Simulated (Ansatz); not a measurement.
## Worked example: correlation energy of C4H5N, singlet

Geometry: MP2(full)/6-31G*, from the G2/97 set.

```xyz
10

H     0.0000    0.0000    2.1290
N     0.0000    0.0000    1.1184
C     0.0000    1.1245    0.3332
C     0.0000   -1.1245    0.3332
C     0.0000    0.7084   -0.9841
C     0.0000   -0.7084   -0.9841
H     0.0000    2.1129    0.7702
H     0.0000   -2.1129    0.7702
H     0.0000    1.3573   -1.8494
H     0.0000   -1.3573   -1.8494
```

Basis STO-3G; Ansatz 0.2.0. Only valence electrons are correlated (noble-gas cores frozen), which leaves 26 electrons in 25 orbitals. Prefix R: restricted or restricted open-shell reference.

Full CI isn't at hand for all of this; RCCSDTQ serves as the reference, and is uncertain by about the last step of the cluster series.

Runs differ by some tens of microhartree through their thresholds, so steps under 0.03 kcal/mol mean nothing.

```csv
level,total energy (hartree)
RHF,-206.224551
RMP2,-206.512675
RCCSD,-206.567825
RCCSD(T),-206.574901
RCCSDT,-206.575795
RCCSDT(Q),-206.576752
RCCSDTQ,-206.576836
```

Question: What is the correlation energy at RCCSDTQ, and what share of it do RMP2 and RCCSDT recover?

Answer: E(corr) = -206.576836 − (-206.224551) = -0.352285 hartree = -9.586 eV. RMP2: -0.288124 / -0.352285 = 81.79 %. RCCSDT: -0.351244 / -0.352285 = 99.70 %.

Question: By how many kcal/mol does RCCSD(T) miss RCCSDTQ (1 hartree = 627.509 kcal/mol), and which steps make up the rest?

Answer: -206.574901 − (-206.576836) = 0.001935 hartree = 1.21 kcal/mol. Steps: RCCSDT − RCCSD(T) = -0.56, RCCSDT(Q) − RCCSDT = -0.60, RCCSDTQ − RCCSDT(Q) = -0.05 kcal/mol. Differences between like states or geometries often cancel part of this.
